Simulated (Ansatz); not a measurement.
in.yaml

```yaml
crystal:
  periodic: [false, false, false]
  atoms:
    - {symbol: O, position_ang: [0.096880, 0.030578, 2.046004]}
    - {symbol: Si, position_ang: [-0.067994, 0.019538, 0.548592]}
    - {symbol: P, position_ang: [0.008626, -0.075488, -1.513205]}
    - {symbol: H, position_ang: [0.091735, 1.289929, -1.262652]}
basis:
  gaussian: {orbitals: STO-3G}
magnetization: {spin_polarized: true, initial_magnetization: 0}
correlation: {method: mp2, electrons: all}
scf: {lower_state_search: off}
```

```sh
$ ansatz run in.yaml --threads 1 --pin off --events-out ev --progress --plain --max-ram 2393MiB
```

Log:

```
these checks for a lower state are left out or cut short: stability, starts, cluster_reference, orbital_swaps, neighbouring_geometries, increment
276 factors; integrals over basis functions are off by at most 4.3e-5 eV
mean field evaluation 1: about -18955.7306 eV, gradient 2.5e1 eV
mean field evaluation 2: about -18955.7616 eV, gradient 2.5e1 eV
mean field evaluation 4: about -18960.7530 eV, gradient 2.4e0 eV
mean field evaluation 8: about -18960.8195 eV, gradient 1.6e-2 eV
mean field -18960.81947215 eV, -696.7972634965 hartree, gradient 8.8e-6 eV, S^2 0.000000; 0 other end points of the search recorded, 0 dependent functions left out
reference -18960.81947215 eV, -696.7972634965 hartree; 19, 19 occupied and 5, 5 virtual orbitals, 276 factors
second order -4.93472782 eV of doubles, -0.00000000 eV of singles
Total energy: -18965.75419997 eV, -696.9786113991 hartree
Checks for a lower state left out: stability, starts, cluster_reference, orbital_swaps, neighbouring_geometries, increment
```

Ran on 1 thread of Intel Xeon, shared host: 1 s wall, 0.18 GiB peak host memory.
